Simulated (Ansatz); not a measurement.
**How far each method lies from full CI for [H···H···Si], triplet**

Geometry: a point of a hydrogen-transfer path between rigid fragments, not a stationary point.

| atom | x (Å) | y (Å) | z (Å) |
| --- | --- | --- | --- |
| H | 0.0000 | 0.0000 | -1.3030 |
| H | 0.0000 | 0.0000 | -0.1500 |
| Si | 0.0000 | 0.0000 | 1.4530 |

Basis cc-pVTZ; Ansatz 0.2.0. Correlated methods freeze the noble-gas cores, which leaves 6 electrons in 57 orbitals. R marks a restricted (for open shells ROHF) determinant, U an unrestricted one. Active spaces: pair = (4e, 4o) about the gap; valence = (6e, 6o) chosen from the atoms' valence shells.

Full CI is exact within this basis and frozen core; it isn't the basis-set limit. The frozen core follows each run's orbitals, which can shift R against U totals by a few meV.

For open shells CISD is restricted-active-space CI with the open shells as a complete middle space.

- UHF ⟨S²⟩: 2.080
- T1 diagnostic (RCCSD): 0.0428
- largest doubles amplitude (RCCSD): 0.066
- T1 diagnostic (UCCSD): 0.0252

```json
{"level": "RHF", "E − E(full CI) (kJ/mol)": "356.6", "share of correlation (%)": "0.00", "wall time": "–"}
{"level": "RMP2", "E − E(full CI) (kJ/mol)": "86.2", "share of correlation (%)": "75.84", "wall time": "–"}
{"level": "UMP2", "E − E(full CI) (kJ/mol)": "86.1", "share of correlation (%)": "75.87", "wall time": "–"}
{"level": "CISD", "E − E(full CI) (kJ/mol)": "26.3", "share of correlation (%)": "92.61", "wall time": "1.5 s"}
{"level": "RCCSD", "E − E(full CI) (kJ/mol)": "14.7", "share of correlation (%)": "95.89", "wall time": "–"}
{"level": "UCCSD", "E − E(full CI) (kJ/mol)": "13.8", "share of correlation (%)": "96.12", "wall time": "–"}
{"level": "RCCSD(T)", "E − E(full CI) (kJ/mol)": "3.2", "share of correlation (%)": "99.11", "wall time": "3.5 s"}
{"level": "UCCSD(T)", "E − E(full CI) (kJ/mol)": "3.2", "share of correlation (%)": "99.10", "wall time": "20 s"}
{"level": "BCCD(T)", "E − E(full CI) (kJ/mol)": "3.2", "share of correlation (%)": "99.10", "wall time": "3.7 s"}
{"level": "RCCSDT", "E − E(full CI) (kJ/mol)": "0.5", "share of correlation (%)": "99.86", "wall time": "–"}
{"level": "UCCSDT", "E − E(full CI) (kJ/mol)": "0.4", "share of correlation (%)": "99.90", "wall time": "–"}
{"level": "RCCSDT(Q)", "E − E(full CI) (kJ/mol)": "0.1", "share of correlation (%)": "99.98", "wall time": "25 s"}
{"level": "UCCSDT(Q)", "E − E(full CI) (kJ/mol)": "0.0", "share of correlation (%)": "100.00", "wall time": "59 s"}
{"level": "CASSCF (pair space)", "E − E(full CI) (kJ/mol)": "298.3", "share of correlation (%)": "16.35", "wall time": "–"}
{"level": "MRCISD (pair space)", "E − E(full CI) (kJ/mol)": "21.8", "share of correlation (%)": "93.88", "wall time": "–"}
{"level": "MRCISD+Q (pair space)", "E − E(full CI) (kJ/mol)": "-1.4", "share of correlation (%)": "100.39", "wall time": "3.1 s (H100)"}
{"level": "CASSCF (valence space)", "E − E(full CI) (kJ/mol)": "247.4", "share of correlation (%)": "30.63", "wall time": "–"}
{"level": "NEVPT2 (valence space)", "E − E(full CI) (kJ/mol)": "68.1", "share of correlation (%)": "80.89", "wall time": "1.1 s"}
{"level": "MRCISD (valence space)", "E − E(full CI) (kJ/mol)": "17.1", "share of correlation (%)": "95.21", "wall time": "–"}
{"level": "MRCISD+Q (valence space)", "E − E(full CI) (kJ/mol)": "2.7", "share of correlation (%)": "99.23", "wall time": "1.7 s"}
{"level": "MRCISD+Q(relaxed) (valence space)", "E − E(full CI) (kJ/mol)": "-1.9", "share of correlation (%)": "100.54", "wall time": "2.1 s"}
```

The correlation energy at full CI, counted from RHF, is -3.696 eV. That run took 47 s on 2 threads of AMD EPYC 7R13 with a shared H100 80 GB, shared host over 214,033,300 determinants.

Run but not shown, since their state or frozen core can't be matched to the reference's or they repeat it: UHF.

Times hold each run's SCF and search for its determinant on a shared host, so for small cases they say little of a method's own cost; rows without a card ran on 1 thread of AMD EPYC 7R13.

Not variational, and here over 5 meV under the exact energy: MRCISD+Q (pair space), MRCISD+Q(relaxed) (valence space).

The full-CI state has the irrep B1 of C2v, in the program's axes (one component, if the state is degenerate).

Natural occupations of full CI about the gap: 1.943 1.892 0.989 0.981 0.054 0.043 0.016 0.013 0.011 0.011; effectively unpaired electrons, Σ n²(2−n)², 2.07.
